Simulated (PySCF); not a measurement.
Compound: C2H3N2P.
SMILES with atom numbers: `[cH:1]1[n:2][nH:3][cH:4][p:5]1`

Cartesian coordinates in Å at the PBE0-D3(BJ)/def2-SVP level; atoms count from 1:
```xyz
8
C2H3N2P angstrom
C      0.9487    0.1644   -0.9740
N      0.7578    0.9447    0.0692
N     -0.2477    0.4568    0.7799
C     -0.8466   -0.6660    0.3430
P     -0.1271   -1.2366   -1.1232
H      1.7506    0.4323   -1.6659
H     -0.5087    0.9623    1.6200
H     -1.6747   -1.0772    0.9209
```

NICS = −σ at a ghost point: NICS(0) at the centroid of the ring atoms, NICS(1) 1 Å to either side along the normal of their mean plane, zz for the tensor component along that normal. Level: GIAO PBE0/pcSseg-1 (PySCF, non-relativistic, gas phase) on the PBE0-D3(BJ)/def2-SVP geometry, one conformer.

Ring bond lengths (Å), with Mayer bond orders in brackets: C1–N2 1.317 (1.55), N2–N3 1.324 (1.19), N3–C4 1.345 (1.22), C4–P5 1.730 (1.40), P5–C1 1.773 (1.24).

Q: Give the NICS values of each ring in ppm.

A: 
```json
{"ring": "C1–N2–N3–C4–P5", "type": "5-membered ring with 2 N and P; formal bonds all aromatic", "NICS(0)": "-14.5", "NICS(1), two faces": "-13.4 / -13.4", "NICS(1)zz, two faces": "-33.4 / -33.4", "rms pucker (Å)": "0.00", "centre to ring atoms, mean (Å)": "1.26"}
```

Q: What can be read from them?

A: 
- C1–N2–N3–C4–P5: mean NICS(1)zz -33.4 ppm, shielded.

Q: And the bond-length index? HOMA = 1 − mean of α(R − Ropt)² over the ring bonds, with Krygowski's 1993 parameters (CN: Ropt 1.334 Å, α 93.52 Å⁻²; CP: Ropt 1.698 Å, α 118.91 Å⁻²; NN: Ropt 1.309 Å, α 130.33 Å⁻²).

A: 
- C1–N2–N3–C4–P5: HOMA 0.83; the largest term is that of P5–C1, α(R − Ropt)² = 0.66.

Q: Give the inner angles of the rings and the Hirshfeld charges of the ring atoms.

A: 
- C1–N2–N3–C4–P5: C1 116.6° (-0.078 e), N2 108.5° (-0.138 e), N3 118.1° (-0.005 e), C4 111.4° (-0.071 e), P5 85.4° (+0.015 e); sum 540.0° against 540° for a flat convex ring.

Q: What are the shieldings of the ring atoms and their hydrogens in the same run (means over atoms taken as equivalent)?

A: 
| atoms | environment | σ isotropic (ppm) | principal values of the symmetric part, first atom (ppm) |
| --- | --- | --- | --- |
| C1 | aromatic CH next to a ring nitrogen | 15.5 | -109.8, 27.0, 129.4 |
| N2 | pyridine-type nitrogen | -105.1 | -394.5, -105.9, 185.2 |
| N3 | pyrrole-type nitrogen | 26.0 | -81.2, 40.5, 118.7 |
| C4 | aromatic CH next to a ring nitrogen | 23.6 | -114.6, 43.6, 141.8 |
| P5 | phosphorus bonded to 2 C | 214.0 | 72.8, 93.0, 476.1 |
| H6 | aromatic hydrogen | 22.50 | 20.6, 20.6, 26.4 |
| H7 | N–H hydrogen | 21.13 | 14.6, 22.3, 26.5 |
| H8 | aromatic hydrogen | 22.66 | 21.2, 21.2, 25.7 |

Q: How do the values depend on the level or the medium?

A: 
| level | NICS(0), C1–N2–N3–C4–P5 | mean NICS(1)zz, C1–N2–N3–C4–P5 |
| --- | --- | --- |
| PBE0/pcSseg-1, gas | -14.5 | -33.4 |
| wB97X-D/pcSseg-2, gas | -13.6 | -33.2 |

The geometry is the same throughout.
